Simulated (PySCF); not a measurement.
# C2H6Al: the cost of one run

Computed with PySCF 2.14.0. Level: levels as typed in each script, gas phase, geometry from GFN2-xTB.

## (1) The starting structure

SMILES `C[Al]C`, 9 atoms, charge 0, spin multiplicity 2.

Bond lengths: C1–Al2 2.022 Å, C1–H4 1.097 Å, C1–H5 1.097 Å, C1–H6 1.097 Å, Al2–C3 2.022 Å, C3–H7 1.097 Å, C3–H8 1.097 Å, C3–H9 1.097 Å. Angles: Al2–C1–H4 112.2°, Al2–C1–H5 112.2°, Al2–C1–H6 112.5°, H4–C1–H5 106.4°, H4–C1–H6 106.4°, H5–C1–H6 106.7°, C1–Al2–C3 127.8°, Al2–C3–H7 112.5°, Al2–C3–H8 112.2°, Al2–C3–H9 112.2°, H7–C3–H8 106.4°, H7–C3–H9 106.7°, H8–C3–H9 106.4°.

As a file:

| atom | x (Å) | y (Å) | z (Å) |
| --- | --- | --- | --- |
| C1 | 1.8160 | -0.3382 | -0.0003 |
| Al2 | 0.0001 | 0.5516 | 0.0000 |
| C3 | -1.8161 | -0.3381 | 0.0003 |
| H4 | 2.4123 | -0.0617 | 0.8779 |
| H5 | 2.4120 | -0.0619 | -0.8788 |
| H6 | 1.7478 | -1.4329 | 0.0031 |
| H7 | -1.7479 | -1.4329 | -0.0030 |
| H8 | -2.4124 | -0.0618 | -0.8779 |
| H9 | -2.4120 | -0.0617 | 0.8787 |

## (2) Removing and adding an electron (B3LYP/6-311+g**)

File input.py:

```python
import numpy as np
from pyscf import gto, scf, dft
from pyscf.scf import atom_ks, atom_hf
from scipy.linalg import block_diag

def solve(mol, dm0=None, hcore=None):
    mf = (dft.UKS if mol.spin else dft.RKS)(mol, xc='b3lyp')
    mf.grids.level = 3
    mf = mf.density_fit(auxbasis='def2-universal-jkfit')
    mf.conv_tol, mf.max_cycle = 1e-8, 80
    if hcore is not None:
        mf.get_hcore = lambda *args: hcore
    mf.kernel(dm0)
    if not mf.converged:
        mf = mf.newton().run(mf.mo_coeff, mf.mo_occ, max_cycle=30)
    assert mf.converged, 'SCF not converged'
    return mf

mol = gto.M(atom='''
C      1.81599    -0.33816    -0.00032
Al     0.00006     0.55159    -0.00001
C     -1.81607    -0.33814     0.00033
H      2.41228    -0.06175     0.87786
H      2.41196    -0.06189    -0.87875
H      1.74776    -1.43288     0.00314
H     -1.74786    -1.43286    -0.00304
H     -2.41236    -0.06179    -0.87788
H     -2.41204    -0.06165     0.87874
''', basis='6-311+g**', charge=0, spin=1, verbose=4)
mf = solve(mol)
out = dict(e0=mf.e_tot, dm0=mf.make_rdm1(), c=mf.mo_coeff, occ=mf.mo_occ, eps=mf.mo_energy)
for name, dq, spin in [('cation', 1, 0), ('anion', -1, 0)]:
    ion = mol.copy().set(charge=mol.charge + dq, spin=spin).build()
    mi = solve(ion)
    if spin and dq > 0 and mol.nao < 130:
        c, _, stable, _ = mi.stability(return_status=True)
        if not stable:
            mi = solve(ion, mi.make_rdm1(c, mi.mo_occ))
    print(name, 'vertical energy change / eV', (mi.e_tot - mf.e_tot) * 27.211386)
    out.update({'e_' + name: mi.e_tot, 'dm_' + name: mi.make_rdm1(), 's2_' + name: mi.spin_square()[0], 'eps_' + name: mi.mo_energy, 'occ_' + name: mi.mo_occ})
# spherically averaged free atoms, for the promolecule
atm = atom_ks.get_atm_nrks(mol, xc='b3lyp')
pro = block_diag(*[(atm[a[0]][2] * atm[a[0]][3]) @ atm[a[0]][2].T for a in mol._atom])
np.savez('result.npz', pro=pro, **out)
```

Launch:

```
OMP_NUM_THREADS=1 python input.py
```

Q: Estimate wall time and peak memory on 1 thread of Intel Xeon Platinum 8488C (Sapphire Rapids), shared host.

About 23 s, with a peak of 0.49 GiB.
